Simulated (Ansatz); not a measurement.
`[NH2][Mg][Cl]` → Cl• + `[NH2][Mg]`•  (homolysis of the Cl–Mg bond)

Calculated with Ansatz (gas phase, PBE0-D4/def2-TZVP geometries, no zero-point term in ΔE). CCSD(T)/CBS is the MP2 limit (def2-TZVPP, def2-QZVPP) plus CCSD(T) − MP2 in def2-TZVPP, frozen cores. This one scheme is used for every species, atoms too. Functionals use def2-TZVPP. B3LYP here is the variant with VWN-RPA as its local correlation; programs differ in this. HSE06 is defined as in plane-wave codes. Open shells (•) are unrestricted, without spin–orbit coupling. Spin–orbit coupling would lower the free atoms: a little for Cl. For Mg outer-core shells are correlated without core-valence functions, so the limit isn't a true one: a few kJ/mol of doubt a bond, and 10 to 20 or more in all where bonds break to atoms. Each species was taken in one conformer, which may not be the lowest.

| level | ΔE (kcal/mol) | difference from CCSD(T)/CBS |
| --- | --- | --- |
| LDA (SPW92) | 121.9 | 4.4 |
| PBE-D4 | 111.4 | -6.1 |
| revPBE-D4 | 107.8 | -9.7 |
| BLYP-D4 | 108.5 | -9.0 |
| B97M-V | 116.1 | -1.4 |
| PBE0-D4 | 111.2 | -6.3 |
| B3LYP-D4 | 110.1 | -7.4 |
| r2SCANh-D4 | 112.4 | -5.1 |
| r2SCAN0-D4 | 111.7 | -5.8 |
| HSE06-D4 | 111.3 | -6.2 |
| BHLYP-D4 | 109.3 | -8.2 |
| CAM-B3LYP-D4 | 111.6 | -5.9 |
| ωB97X-V | 115.1 | -2.4 |
| ωB97M-V | 116.8 | -0.7 |
| B2PLYP | 111.4 | -6.1 |
| PBE-QIDH | 112.8 | -4.7 |
| PBE | 111.2 | -6.3 |
| r2SCAN | 112.8 | -4.7 |
| PBE0 | 111.0 | -6.5 |
| B3LYP | 109.8 | -7.7 |
| r2SCANh | 112.3 | -5.2 |
| HSE06 | 111.1 | -6.4 |
| BHLYP | 108.9 | -8.6 |
| LC-ωPBE | 111.6 | -5.9 |
| RPA@PBE/def2-TZVPP | 100.3 | -17.2 |
| HF/def2-SVP | 89.6 | -27.9 |
| MP2/def2-SVP | 110.5 | -7.0 |
| CCSD/def2-SVP | 107.1 | -10.4 |
| CCSD(T)/def2-SVP | 107.9 | -9.6 |
| HF/def2-TZVPP | 88.0 | -29.5 |
| MP2/def2-TZVPP | 114.0 | -3.5 |
| SCS-MP2/def2-TZVPP | 112.1 | -5.4 |
| CCSD/def2-TZVPP | 108.9 | -8.6 |
| CCSD(T)/def2-TZVPP | 110.4 | -7.1 |
| HF/def2-QZVPP | 88.1 | -29.4 |
| MP2/def2-QZVPP | 118.1 | 0.6 |
| SCS-MP2/def2-QZVPP | 116.4 | -1.1 |
| HF/CBS(def2) | 88.1 | -29.4 |
| MP2/CBS(def2) | 121.1 | 3.6 |
| CCSD/CBS(def2) | 116.0 | -1.5 |
| CCSD(T)/CBS | 117.5 | 0 |

Largest T1 diagnostic among the species: 0.011.

In def2-TZVPP, CCSD(T) changes the Hartree–Fock value by +22.4 kcal/mol (the triples alone add +1.5 kcal/mol) and MP2 by +26.0 kcal/mol; breaking electron pairs costs correlation energy, which Hartree–Fock lacks. From r2SCAN to r2SCAN0 (25 % exact exchange), in def2-TZVPP and without D4, ΔE moves by −1.2 kcal/mol: exact exchange takes away binding that semilocal exchange gives to molecules.

CCSD(T)/CBS has its own doubt, a few kJ/mol and more with outer-core shells, so smaller differences from it don't rank the levels.
